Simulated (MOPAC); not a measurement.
MOPAC input (PM3):

```
PM3 1SCF GEO-OK AUX(PRECISION=9) THREADS=1
CH6Si

C     0.00340141 1   -0.00638779 1   -1.24205632 1
Si   -0.00173623 1    0.00326060 1    0.63399891 1
H     0.01183572 1   -1.02821844 1   -1.62563804 1
H    -0.88242631 1    0.49513333 1   -1.63592148 1
H     0.88398944 1    0.50792232 1   -1.63114986 1
H    -0.01319887 1    1.39426270 1    1.14918674 1
H    -1.20047879 1   -0.69691575 1    1.15669009 1
H     1.20417751 1   -0.67950585 1    1.16318579 1
```

From the last part of the output:

```
                                                       MOPAC v23.2.5 Linux

          FINAL HEAT OF FORMATION =         -4.11974 KCAL/MOL =     -17.23698 KJ/MOL

          COSMO AREA              =         96.42 SQUARE ANGSTROMS
          COSMO VOLUME            =         83.10 CUBIC ANGSTROMS

          IONIZATION POTENTIAL    =         11.121205 EV
          HOMO LUMO ENERGIES (EV) =        -11.121  0.704
          NO. OF FILLED LEVELS    =          7
          MOLECULAR WEIGHT        =         46.1439         POINT GROUP:  C3v

          MOLECULAR DIMENSIONS (Angstroms)

            Atom       Atom       Distance
            H     8    H     4     3.68357
            H     3    H     6     3.43821
            H     7    H     5     3.31615

          SCF CALCULATIONS        =          1

   ATOM   CHEMICAL          X               Y               Z
  NUMBER   SYMBOL      (ANGSTROMS)     (ANGSTROMS)     (ANGSTROMS)

     1       C          0.00340141  *  -0.00638779  *  -1.24205632  *
     2      Si         -0.00173623  *   0.00326060  *   0.63399891  *
     3       H          0.01183572  *  -1.02821844  *  -1.62563804  *
     4       H         -0.88242631  *   0.49513333  *  -1.63592148  *
     5       H          0.88398944  *   0.50792232  *  -1.63114986  *
     6       H         -0.01319887  *   1.39426270  *   1.14918674  *
     7       H         -1.20047879  *  -0.69691575  *   1.15669009  *
     8       H          1.20417751  *  -0.67950585  *   1.16318579  *

                             CARTESIAN COORDINATES

   1    C        0.003401410    -0.006387790    -1.242056320
   2   Si       -0.001736230     0.003260600     0.633998910
   3    H        0.011835720    -1.028218440    -1.625638040
   4    H       -0.882426310     0.495133330    -1.635921480
   5    H        0.883989440     0.507922320    -1.631149860
   6    H       -0.013198870     1.394262700     1.149186740
   7    H       -1.200478790    -0.696915750     1.156690090
   8    H        1.204177510    -0.679505850     1.163185790

           Empirical Formula: C H6 Si  =     8 atoms

      MOLECULAR POINT GROUP   :   C3v

                  EIGENVALUES
 -28.97675 -15.81492 -14.14992 -14.14992 -11.36650 -11.12121 -11.12120   0.70363
   1.70156   2.21375   2.21375   4.55425   4.63024   4.63024

              NET ATOMIC CHARGES AND DIPOLE CONTRIBUTIONS

  ATOM NO.   TYPE          CHARGE      No. of ELECS.   s-Pop       p-Pop
    1          C          -0.272139        4.2721     1.15016     3.12198
    2         Si           0.456066        3.5439     0.95396     2.58998
    3          H           0.055157        0.9448     0.94484
    4          H           0.055157        0.9448     0.94484
    5          H           0.055157        0.9448     0.94484
    6          H          -0.116466        1.1165     1.11647
    7          H          -0.116466        1.1165     1.11647
    8          H          -0.116466        1.1165     1.11647
 DIPOLE           X         Y         Z       TOTAL
 POINT-CHG.     0.001    -0.001    -0.224     0.224
 HYBRID         0.001    -0.001    -0.196     0.196
 SUM            0.001    -0.002    -0.421     0.421

          ATOMIC ORBITAL ELECTRON POPULATIONS

     Atom    s        px        py        pz
    1  C   1.15016   1.03166   1.03166   1.05866
    2 Si   0.95396   0.88026   0.88026   0.82945
    3  H   0.94484
    4  H   0.94484
    5  H   0.94484
    6  H   1.11647
    7  H   1.11647
    8  H   1.11647

 **********************
 *                    *
 * JOB ENDED NORMALLY *
 *                    *
 **********************

 == MOPAC DONE ==
```

The geometry given is a B3LYP-D3(BJ)/def2-TZVP minimum.
